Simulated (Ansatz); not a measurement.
# H₄S₂Si, SMILES S[SiH2]S: an active-space calculation

Program: Ansatz 0.2.0, Python API.

Input file `h4s2si.xyz`:
```text
7

S    -1.24630   -0.97800   -0.71480
Si    0.03130    0.44500    0.21670
S     1.55750   -0.66800    1.14690
H    -2.08750   -0.00690   -1.18200
H     0.62080    1.32110   -0.83960
H    -0.71040    1.25990    1.21960
H     1.89580   -1.44110    0.10740
```

The script, `cas_h4s2si.py`:
```python
import ansatz as az

mol = az.Crystal.molecule_from_extxyz("h4s2si.xyz")

setup = (
    mol.calculation()
    .basis(gaussian="6-31G*")
    .correlation(active_electrons=6, active_orbitals=6)
)
for method in ["sc_nevpt2"]:
    report = (setup if method is None else setup.correlation(method)).run().report
    space = report["configurations"]
    state = space["states"][0]
    print(method or "casscf", f"total {report['free_energy_ev'] / 27.211386246:.6f} Ha, active-space state {state['energy']['hartree']:.6f} Ha, mean field {report['reference_energy_ev'] / 27.211386246:.6f} Ha")
    print("  determinants", state["n_determinants"], " natural occupations", [round(n, 3) for n in space["natural_occupations"]])
print("effectively unpaired electrons, sum of min(n, 2 - n):", round(sum(min(n, 2 - n) for n in space["natural_occupations"]), 3))
```

```console
$ python cas_h4s2si.py
sc_nevpt2 total -1086.629169 Ha, active-space state -1086.358753 Ha, mean field -1086.312154 Ha
  determinants 400  natural occupations [1.981, 1.977, 1.975, 0.025, 0.023, 0.018]
effectively unpaired electrons, sum of min(n, 2 - n): 0.133
```

Total energies depend on the basis set; only differences at equal settings carry meaning. The geometry is a force-field or estimated start, not a minimum of this method, and the basis set is short of its limit. The active space starts as a window about the frontier orbitals and is then optimised, not chosen by chemistry. Finished in 8.8 s on 1 thread of Arm Neoverse V2, on a shared host, peak memory 0.21 GiB.
